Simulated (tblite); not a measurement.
Input of a run (GFN2-xTB geometry optimisation, gas phase (tblite 0.8.0)), started from a force field or distance geometry:
```
{"job": {"kind": "relax", "xc": "GFN2-xTB", "basis": "xTB"}, "charge": 0, "multiplicity": 2}
C      2.214700     0.594100     0.472200
C      1.019900     0.073400     0.132800
C     -0.189300    -0.279700     0.924200
C     -1.002200    -0.498600    -0.339500
S     -2.032200     0.916000    -0.830200
C      0.321800    -0.427900    -1.077100
H      2.302400     0.831400     1.543400
H      0.009500    -1.176500     1.538200
H     -0.608500     0.550900     1.549200
H     -1.479900    -1.496700    -0.433700
H     -1.513400     2.054200    -0.169300
H      0.340400     0.302100    -1.917400
H      0.612400    -1.442300    -1.410500
```

Output (eV, eV/Å):
```
step      E/eV     max force
  0    -471.96114    3.844
  1    -472.23791    3.902
  2    -472.38714    0.950
  3    -472.47417    0.836
  4    -472.58856    0.997
  5    -472.63649    0.607
  6    -472.67042    0.486
  7    -472.68428    0.298
  8    -472.69928    0.270
  9    -472.70947    0.238
 10    -472.71770    0.241
 11    -472.72497    0.229
 12    -472.73408    0.242
 13    -472.74522    0.363
 14    -472.75571    0.332
 15    -472.76207    0.182
 16    -472.76571    0.155
 17    -472.76927    0.158
 18    -472.77301    0.232
 19    -472.77663    0.205
 20    -472.77967    0.149
 21    -472.78183    0.139
 22    -472.78319    0.090
 23    -472.78399    0.070
 24    -472.78463    0.062
 25    -472.78540    0.092
 26    -472.78630    0.115
 27    -472.78718    0.097
 28    -472.78793    0.068
 29    -472.78860    0.080
 30    -472.78921    0.060
 31    -472.78973    0.069
 32    -472.79022    0.065
 33    -472.79082    0.091
 34    -472.79169    0.113
 35    -472.79280    0.097
 36    -472.79357    0.071
 37    -472.79400    0.056
 38    -472.79439    0.060
 39    -472.79492    0.081
 40    -472.79569    0.101
 41    -472.79648    0.074
 42    -472.79705    0.062
 43    -472.79732    0.041
 44    -472.79748    0.034
 45    -472.79763    0.037
 46    -472.79777    0.035
 47    -472.79789    0.036
 48    -472.79799    0.033
 49    -472.79811    0.026
 50    -472.79826    0.037
 51    -472.79844    0.040
 52    -472.79866    0.048
 53    -472.79890    0.055
 54    -472.79919    0.061
 55    -472.79959    0.067
 56    -472.80013    0.071
 57    -472.80073    0.063
 58    -472.80120    0.051
 59    -472.80164    0.061
 60    -472.80221    0.062
 61    -472.80301    0.075
 62    -472.80416    0.079
 63    -472.80506    0.071
 64    -472.80553    0.072
 65    -472.80613    0.076
 66    -472.80683    0.069
 67    -472.80750    0.155
 68    -472.80866    0.098
 69    -472.80993    0.087
 70    -472.81049    0.084
 71    -472.81097    0.079
 72    -472.81135    0.031
 73    -472.81153    0.041
 74    -472.81163    0.043
 75    -472.81170    0.031
 76    -472.81177    0.010
 77    -472.81178    0.006
```

Summarise the run.

The energy falls by 19.6 kcal/mol over 77 L-BFGS steps, the largest force on an atom goes from 3.84 to 0.006 eV/Å, and the atoms move by 0.414 Å rms after alignment. The bond that changes most is S5–H11 (ends: sulfur bonded to C and H; hydrogen on sulfur), which shortens by 0.082 Å. Bonds longer at the end by more than 0.005 Å: 4 of 13; shorter: 8. Among the angles that change most is C2–C1–H7, from 113.5° to 142.5°. Among the dihedrals that turn most is C3–C4–S5–H11, from 19° to 54°. The energy never rose by more than 1e-5 eV on the way. The first step brought 33 % of the lowering.

What are the final bond lengths?

C1=C2 1.279 Å, C2–C3 1.546 Å, C3–C4 1.531 Å, C4–S5 1.819 Å, C4–C6 1.535 Å, C2–C6 1.517 Å, C1–H7 1.061 Å, C3–H8 1.088 Å, C3–H9 1.089 Å, C4–H10 1.089 Å, S5–H11 1.333 Å, C6–H12 1.090 Å, C6–H13 1.089 Å. Numbering counts from 1 in the input's order; the species is `[CH]=C1CC(S)C1` [radical].

Hardware: Arm Neoverse V1, one thread, on a shared host. Cost: 0.37 s wall.

Its GFN2-xTB frequencies are all real (lowest 46 cm⁻¹).

One conformer stands for the species.

All values are computed, not measured.
